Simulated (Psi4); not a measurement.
# BH2Cl (SMILES [H]B([H])Cl) at LCCD/6-31+G(d,p) (Cartesian functions)

Aim: the vertical electron affinity of BH2Cl at LCCD/6-31+G** (Cartesian functions), from 2 runs. The job is set up through a Python script.

Program for the calculation: Psi4 1.11.

2 further runs of the same task are left out: 1 that didn't finish, 1 set aside as unsound or not needed.

## 1. The system as given

The species is BH2Cl (4 atoms), meant as a singlet with charge 0. As SMILES, `[H]B([H])Cl`. The shape is that of a GFN2-xTB optimisation.

Bond lengths: B1–Cl4 1.673 Å, B1–H2 1.172 Å, B1–H3 1.172 Å. Angles: H2–B1–Cl4 119.1°, H3–B1–Cl4 119.0°, H2–B1–H3 121.9°.

## 2. Energy and forces at LCCD/6-31+G(d,p) (Cartesian functions)

calc.py

```python
import psi4

psi4.set_memory('1600 MB')
psi4.set_num_threads(1)
psi4.set_output_file('psi4.out', False)

mol = psi4.geometry("""
B      0.13097692     0.21622246    -0.00077479
H      2.34343047     0.13364143     0.02936634
H     -0.96778544     2.13839519    -0.03581031
Cl    -1.50664084    -2.48827798     0.00723765
units bohr
""")

psi4.set_options({
    'basis': '6-31+G**',
    'cc_type': 'conv',
    'scf_type': 'pk',
})

energy_value, wavefunction = psi4.gradient('lccd', return_wfn=True)
print('gradient / Eh bohr^-1')
print(energy_value.np.round(6))
print(f'energy = {wavefunction.energy():.10f} Eh')
```

Command:

```
$ python calc.py
```

psi4.out:

```text
[...]
  Running in c1 symmetry.
[...]
  Nuclear repulsion =   38.958045599719050
[...]
  Multiplicity = 1
[...]
  Nalpha       = 12
  Nbeta        = 12
[...]
    Number of basis functions: 52
[...]
   @RHF iter   1:  -485.34094203662869   -4.81754e-01   1.95004e-03 DIIS/ADIIS
[...]
   @RHF iter  12:  -485.35060970359109   -2.84217e-13   6.20433e-11 DIIS
[...]
    Orbital Energies [Eh]
    ---------------------
    Doubly Occupied:
       1A   -104.831920     2A    -10.568823     3A     -8.037719
       4A     -8.035693     5A     -8.034838     6A     -7.654432
       7A     -1.135564     8A     -0.712229     9A     -0.574657
      10A     -0.554399    11A     -0.496752    12A     -0.437254
[...]
  @RHF Final Energy:  -485.35060970359109
   => Energetics <=
    Nuclear Repulsion Energy =             38.9580455997190498
    One-Electron Energy =                -746.4687471745407947
    Two-Electron Energy =                 222.1600918712306623
    Total Energy =                       -485.3506097035910898
[...]
 Multipole Moments:
 ------------------------------------------------------------------------------------
     Multipole            Electronic (a.u.)      Nuclear  (a.u.)        Total (a.u.)
 ------------------------------------------------------------------------------------
 L = 1.  Multiply by 2.5417464519 to convert [e a0] to [Debye]
 Dipole X            :         -1.1814235            1.3494151            0.1679916
 Dipole Y            :         -1.9513555            2.2287107            0.2773553
 Dipole Z            :          0.0054219           -0.0063272           -0.0009054
 Magnitude           :                                                    0.3242652
[...]
	SCS-MP2 Total Energy (a.u.)        :  -485.58717643888946
	SOS-MP2 Total Energy (a.u.)        :  -485.58757326142307
	SCSN-MP2 Total Energy (a.u.)       :  -485.44475814102555
[...]
	SOS-PI-MP2 Total Energy (a.u.)     :  -485.60580122741015
[...]
	MP2 Total Energy (a.u.)            :  -485.58638279382234
[...]
```

The script printed:

```text
gradient / Eh bohr^-1
[[-1.5351e-02 -2.5418e-02  5.3000e-05]
 [-6.3360e-03 -8.5000e-05 -7.4000e-05]
 [ 2.8420e-03 -5.6240e-03  1.0700e-04]
 [ 1.8845e-02  3.1126e-02 -8.6000e-05]]
energy = -485.6164583323 Eh
```

Run time: 4.5 s. Hardware: 1 thread of Intel Xeon Platinum 8375C at 2.90GHz (Ice Lake), shared host; peak memory 0.27 GiB.

## 3. The doublet anion, same level

calc.py

```python
import psi4

psi4.set_memory('1600 MB')
psi4.set_num_threads(1)
psi4.set_output_file('run.log', False)

mol = psi4.geometry("""
-1 2
B      0.069310     0.114420    -0.000410
H      1.240090     0.070720     0.015540
H     -0.512130     1.131590    -0.018950
Cl    -0.797280    -1.316740     0.003830
units angstrom
""")

psi4.set_options({
    'basis': '6-31+G**',
    'reference': 'uhf',
    'cc_type': 'conv',
    'scf_type': 'pk',
})

e_tot = psi4.gradient("lccd")
print('gradient / Eh bohr^-1')
print(e_tot.np.round(6))
for k, v in sorted(psi4.core.scalar_variables().items()):
    print(f'{k:45s} {v:18.10f}')
```

Command:

```
$ python calc.py
```

run.log:

```text
[...]
  Running in c1 symmetry.
[...]
  Nuclear repulsion =   38.958045577157094
[...]
  Multiplicity = 2
[...]
  Nalpha       = 13
  Nbeta        = 12
[...]
    Number of basis functions: 52
[...]
   @UHF iter   1:  -485.24638219810322   -3.87194e-01   5.16385e-03 ADIIS/DIIS
[...]
   @UHF iter  20:  -485.31279942869202    1.13687e-13   3.92404e-11 DIIS
[...]
   @S^2 Observed:                7.560579361E-01
[...]
    Orbital Energies [Eh]
    ---------------------
    Alpha Occupied:
       1A   -104.615068     2A    -10.352363     3A     -7.820963
       4A     -7.820466     5A     -7.818946     6A     -7.391285
       7A     -0.921078     8A     -0.496183     9A     -0.345317
      10A     -0.329039    11A     -0.303468    12A     -0.216939
      13A      0.021639
    Alpha Virtual:
      14A      0.187381    15A      0.222231    16A      0.227139
      17A      0.262802    18A      0.285055    19A      0.311281
      20A      0.314110    21A      0.391980    22A      0.511956
      23A      0.523105    24A      0.563084    25A      0.813289
[...]
  @UHF Final Energy:  -485.31279942869202
   => Energetics <=
    Nuclear Repulsion Energy =             38.9580455771570939
    One-Electron Energy =                -751.7827022734675211
    Two-Electron Energy =                 227.5118572676183817
    Total Energy =                       -485.3127994286920170
  UHF NO Occupations:
  HONO-2 :   11  A 1.9994004
  HONO-1 :   12  A 1.9979913
[...]
 Multipole Moments:
 ------------------------------------------------------------------------------------
     Multipole            Electronic (a.u.)      Nuclear  (a.u.)        Total (a.u.)
 ------------------------------------------------------------------------------------
 L = 1.  Multiply by 2.5417464519 to convert [e a0] to [Debye]
 Dipole X            :         -2.3982146            1.3494151           -1.0487995
 Dipole Y            :         -3.9608802            2.2287107           -1.7321695
 Dipole Z            :          0.0121168           -0.0063272            0.0057895
 Magnitude           :                                                    2.0249507
[...]
	SCS-MP2 Total Energy (a.u.)        :  -485.55870043875950
	SOS-MP2 Total Energy (a.u.)        :  -485.55754691284375
	SCSN-MP2 Total Energy (a.u.)       :  -485.41829517755190
[...]
	SOS-PI-MP2 Total Energy (a.u.)     :  -485.57637364239389
[...]
	MP2 Total Energy (a.u.)            :  -485.56100749059101
[...]
```

Wall time 9.3 s (1 thread of Intel Xeon Platinum 8375C at 2.90GHz (Ice Lake), shared host); peak memory 0.29 GiB.

## 4. Summary of results

Level: LCCD/6-31+G** (Cartesian functions).

```
                                                                 quantity          value
                                              singlet BH2Cl: total energy  -485.61646 Eh
                       singlet BH2Cl: HOMO energy (Hartree–Fock orbitals)      -11.90 eV
                       singlet BH2Cl: LUMO energy (Hartree–Fock orbitals)        1.30 eV
                     singlet BH2Cl: HOMO–LUMO gap (Hartree–Fock orbitals)       13.20 eV
                                        singlet BH2Cl: correlation energy     -265.8 mEh
                                  singlet BH2Cl: largest force on an atom     1.871 eV/Å
                                              doublet anion: total energy  -485.59080 Eh
doublet anion: HOMO energy (Hartree–Fock orbitals) (highest over α and β)        0.59 eV
 doublet anion: LUMO energy (Hartree–Fock orbitals) (lowest over α and β)        5.10 eV
                                        doublet anion: correlation energy     -278.0 mEh
                         doublet anion: ⟨S²⟩ of the reference determinant          0.756
                                  doublet anion: largest force on an atom     4.385 eV/Å
                        vertical electron affinity (to the doublet anion)      -0.698 eV
```

**Reading.** The anion lies 0.70 eV (67.4 kJ/mol) above the neutral: the electron isn't bound at this level, and such a value depends on the basis. The largest force (singlet BH2Cl) is 1.87 eV/Å: the shape isn't a stationary point for this species at this level. The HOMO (doublet anion) lies at positive energy, 0.59 eV: the electron is unbound at this level or held by a compact basis; values depend on the basis.
